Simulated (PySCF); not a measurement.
**Relaxation of doublet [SiO2]-**

Computed with UPBE0/[Si def2-TZVPD, O def2-TZVPD], no relativity, density fitting, PySCF. A (50,194) grid was used.

A hand-made bent start, of C2v symmetry, held to at least that symmetry:

```xyz
3
charge -1 multiplicity 2, angstrom
Si    0.0000    0.0000   -0.5018
O     1.3434    0.0000    0.4389
O    -1.3434    0.0000    0.4389
```

At each step, columns x, y, z (Å) and Fx, Fy, Fz (eV/Å):

```
step 0  E − E(last) = 79.00 kJ/mol
Si   0.000   0.000  -0.502   0.000   0.000   5.135
O    1.343   0.000   0.439  -1.103   0.000  -2.567
O   -1.343   0.000   0.439   1.103   0.000  -2.567
step 1  E − E(last) = 7.90 kJ/mol
Si   0.000   0.000  -0.330  -0.001   0.000   1.390
O    1.410   0.000   0.353  -0.219   0.000  -0.695
O   -1.410   0.000   0.353   0.220   0.000  -0.695
step 2  E − E(last) = 0.53 kJ/mol
Si   0.000   0.000  -0.264   0.000   0.000   0.364
O    1.442   0.000   0.320  -0.099   0.000  -0.182
O   -1.442   0.000   0.320   0.099   0.000  -0.182
step 3  E − E(last) = 0.01 kJ/mol
Si   0.000   0.000  -0.243   0.000   0.000   0.010
O    1.449   0.000   0.309   0.046   0.000  -0.005
O   -1.449   0.000   0.309  -0.046   0.000  -0.005
step 4  E − E(last) = 0.01 kJ/mol
Si   0.000   0.000  -0.239   0.002   0.000   0.033
O    1.454   0.000   0.307  -0.077   0.000  -0.017
O   -1.454   0.000   0.307   0.075   0.000  -0.016
step 5  E − E(last) = 0.00 kJ/mol
Si   0.000   0.000  -0.240   0.000   0.000  -0.001
O    1.451   0.000   0.308   0.001   0.000   0.001
O   -1.451   0.000   0.308  -0.001   0.000   0.001
```

It ends at C2v with Si–O 1.551 Å (×2); O–Si–O 138.7°. A frequency run shows a minimum. Other isomers or separated fragments may lie lower.

The relaxation took of the order of 60 core-seconds on a shared host.
